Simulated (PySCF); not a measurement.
# Which method gave which barrier?

Saddle point of SiNH8F, singlet (SiH₄ + NH₃ + HF → SiNH₅ ([NH2][SiH3]) + HF + H₂; bonds formed: Si1–N7, H2–H8, H6–F9; bonds broken: Si1–H2, H6–N7, H8–F9), PBE0-D4/def2-TZVP structure:

```
11
angstrom
Si -0.4492 0.0396 -1.0063
H 0.1990 -1.4997 -0.1647
H 0.4399 -0.4713 -2.0768
H -0.8353 1.3942 -1.5679
H -1.7692 -0.5773 -0.7526
H 0.3284 0.1368 1.3155
N 0.3716 0.8400 0.4906
H 0.1988 -1.4675 0.8023
F 0.2339 -1.1483 1.9549
H -0.0700 1.7277 0.7102
H 1.3519 1.0258 0.2948
```

Program: PySCF 2.14 with density fitting (its default auxiliary sets; JK sets also for MP2 and CCSD(T)). Basis: def2-TZVPP, with def2-QZVPP for the basis limit. Cores are frozen in the correlated methods. B3LYP uses VWN-RPA correlation. Extrapolation: Hartree–Fock as exp(−7.88 √X), correlation as X^−2.97. Four methods, as single points on the PBE0-D4 structures, gave these electronic barriers from the start structure: 19.09, 35.01, 37.07, 54.18 kcal/mol.

(1) The methods were, in alphabetical order, B3LYP-D4, HF, MP2, SPW92. Which gave which? (Judge from chemistry; the calculation decides.)

T1 diagnostic: at most 0.012. The start structure is not quite a true minimum (one mode of 30i cm⁻¹).

Results:

(1) Computed: SPW92 19.09; B3LYP-D4 35.01; MP2 37.07; HF 54.18 kcal/mol. For comparison, CCSD(T) at an estimated basis limit (MP2 extrapolated from triple and quadruple zeta, plus CCSD(T) − MP2 in triple zeta) gives 37.43 kcal/mol.

Labels in which every atom is bracketed show which atoms are joined, not bond orders.

For scale, one of the runs: CCSD(T)/def2-TZVPP, 216 basis functions, launched by `OMP_NUM_THREADS=4 python run.py`. Hardware: 4 CPU threads of an Arm Neoverse V2, shared host. Wall time 8.1 min; peak host memory 3.2 GiB.
